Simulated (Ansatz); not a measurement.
Input file:

```yaml
crystal:
  periodic: [false, false, false]
  atoms:
    - {symbol: Al, position_ang: [0.021196, -0.164958, 1.307045]}
    - {symbol: Al, position_ang: [0.021196, 0.142050, -1.309733]}
    - {symbol: H, position_ang: [0.021196, 1.132444, 2.281172]}
    - {symbol: H, position_ang: [-1.156012, -0.519213, -2.209226]}
basis:
  gaussian: {orbitals: 6-31G}
magnetization: {spin_polarized: false}
correlation: {method: mp2, frozen_orbitals: {Al: 20}}
```

```sh
$ ansatz run in.yaml --threads 1 --pin off --events-out ev --progress --plain --max-ram 2393MiB
```

Question: One thing in this input was set wrong on purpose, beside settings that are merely unusual. What is the gravest fault, and what does the program do?

Answer: Wrong frozen-orbital counts. How the run ends: refused.
```
Error: "frozen_orbitals" has no count for H
```
